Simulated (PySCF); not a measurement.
Working out the ionisation energy of Cl

Cl [Ne] 3s2 3p5 (2P) → Cl⁺ [Ne] 3s2 3p4 (3P). All numbers are calculated (PySCF 2.14, scalar relativity by spin-free X2C-1e, in cc-pVTZ-DK (5s4p2d1f, 34 functions)). Frozen: [Ne]. Energies in hartree (1 hartree = 27.21139 eV):

| part | Cl (lower) | Cl⁺ (upper) |
| --- | --- | --- |
| UHF | -460.894241 | -460.462207 |
| CCSD correlation | -0.180889 | -0.147763 |
| (T) | -0.005518 | -0.004186 |

Task: What does Hartree-Fock give?

Result: (-460.462207) − (-460.894241) = 0.432034 hartree = 11.756 eV.

Task: What do CCSD and CCSD(T) give?

Result: The CCSD correlation energies differ by 0.033126 hartree = 0.901 eV and the triples by 0.001332 hartree = 0.036 eV, so CCSD gives 12.657 eV and CCSD(T) 12.693 eV.

Measured between the centres of the two terms (NIST): 12.974 eV, so CCSD(T) (valence) is off by -0.281 eV.

What remains against the reference includes basis incompleteness, the frozen core and higher excitations.
